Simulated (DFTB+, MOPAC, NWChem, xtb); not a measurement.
**How methods differ on H3PO (SMILES O=[PH3])**

H3PO has 5 atoms, charge 0, and is taken as a singlet. As SMILES, `O=[PH3]`. The shape is that of a GFN2-xTB optimisation.

Each level gives the dipole moment (D). The values are calculated.

```
                             level            kind  program  value (D)   CPU time
                               AM1  semi-empirical    MOPAC       3.59  under 2 s
                              MNDO  semi-empirical    MOPAC       4.05  under 2 s
                             DFTB1  semi-empirical    DFTB+       3.94  under 2 s
                          GFN1-xTB  semi-empirical      xtb       4.29  under 2 s
                          HF/3-21G    Hartree–Fock   NWChem       4.44      1.4 s
                       HF/def2-SVP    Hartree–Fock   NWChem       4.27      2.7 s
                         PBE/3-21G             GGA   NWChem       3.32      5.2 s
               B86bPBE/DGauss-DZVP             GGA   NWChem       3.86      8.7 s
                      PBE/def2-SVP             GGA   NWChem       3.32      9.7 s
B3LYP/6-31G* (spherical functions)   global hybrid   NWChem       3.65      7.8 s
```

The values span 3.32 to 4.44 D. Magnitudes only. Sets without polarisation functions give poor dipoles. Times are those of the runs behind each value, whatever else they computed, on shared processors of several kinds: orders of magnitude only.
